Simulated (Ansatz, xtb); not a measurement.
**Relative energy of two structures of CNNa**

Structure I: `N#[C][Na]`, a singlet. Structure II: a singlet given by its coordinates. Both are isolated molecules in the gas phase, relaxed with B3LYP-D4/def2-TZVP.

I (Å):

```xyz
3

C     0.0000    0.0000   -0.3563
N     0.0000    0.0000   -1.5170
Na    0.0000    0.0000    1.8733
```

II (Å):

```xyz
3

C    -1.0615   -0.4911   -0.0581
N    -0.7919   -0.2488    1.0559
Na    1.2888   -0.2081    0.3162
```

Close contacts (Å): C1–N2 1.17, C1–Na3 2.40, N2–Na3 2.21.

Estimate which is lower in electronic energy at CCSD(T)/def2-TZVPP, and by roughly how much.

The CCSD(T)/def2-TZVPP calculation puts structure II lower, by 2.4 kcal/mol.

How the difference moves with the method:

```csv
level,geometry,E(II) − E(I) (kcal/mol),departure from the last row (kcal/mol),"job, with rough time for the two"
GFN2-xTB,GFN2-xTB,−6.8,−4.4,"optimisation, 0.19 s"
HF/STO-3G,GFN2-xTB,−0.4,+2.0,"single point, 0.46 s"
r2SCAN-D4/def2-SVP,GFN2-xTB,0.0,+2.4,"single point, 3.5 s"
B3LYP-D4/def2-TZVP,B3LYP-D4/def2-TZVP,−2.1,+0.3,"optimisation, 35 s"
HF/def2-TZVPP,B3LYP-D4/def2-TZVP,−3.9,−1.5,part of the CCSD(T) run
MP2/def2-TZVPP,B3LYP-D4/def2-TZVP,−1.9,+0.5,part of the CCSD(T) run
CCSD(T)/def2-TZVPP,B3LYP-D4/def2-TZVP,−2.4,,"single point, 14 s"
```

HF/STO-3G, r2SCAN-D4/def2-SVP find them nearly level. The largest departure from CCSD(T)/def2-TZVPP is that of GFN2-xTB, 4.4 kcal/mol.

With harmonic frequencies from B3LYP-D4/def2-TZVP (ideal gas, rigid rotor, one conformer each, 298.15 K, 1 atm): the zero-point term adds −0.3 kcal/mol; ΔH is −2.8 and ΔG −3.5 kcal/mol.

The correlated steps freeze 3 core orbitals; the last core shell of Na is correlated, in a basis made for valence electrons. Codes used: Ansatz 0.2.0, xtb 6.7.1; the last row on 1 thread of Intel(R) Xeon(R) Processor @ 2.50GHz (Skylake/Cascade Lake) on a shared host.
